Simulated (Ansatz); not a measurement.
Wavefunction ladder for Cl₂Mg, SMILES `[Cl][Mg][Cl]`

```csv
atom,x (Å),y (Å),z (Å)
Cl1,-1.2950,-1.5592,0.7726
Mg2,-0.0008,0.0011,0.0008
Cl3,1.2958,1.5581,-0.7734
```

Total charge 0; spin multiplicity 1. Correlated methods include outer-core shells of Mg, which these sets cover unevenly. The geometry is a stationary point of PBE0-D4/def2-TZVP. Frozen core, restricted reference, Ansatz. CBS rows extrapolate triple and quadruple zeta. For Mg the program correlates outer-core shells too, which these sets cover unevenly, so the extrapolated numbers aren't a true limit.

```csv
basis,HF (Eh),MP2 corr.,CCSD corr.,(T),CCSD(T) total
def2-SVP,-1118.41672,?,-0.31826,?,?
def2-TZVPP,-1118.80008,-0.56679,-0.60436,-0.01867,-1119.42311
def2-QZVPP,?,-0.64807,-0.68537,-0.02395,?
CBS(def2),-1118.84013,-0.70827,?,-0.02786,?
```

Problem. Fill in the withheld values. (Estimate.)

Solution. Ansatz gave: def2-SVP MP2 corr.: -0.29369; def2-SVP (T): -0.00568; def2-SVP CCSD(T) total: -1118.74066; def2-QZVPP HF (Eh): -1118.83528; def2-QZVPP CCSD(T) total: -1119.54460; CBS(def2) CCSD corr.: -0.74538; CBS(def2) CCSD(T) total: -1119.61337.
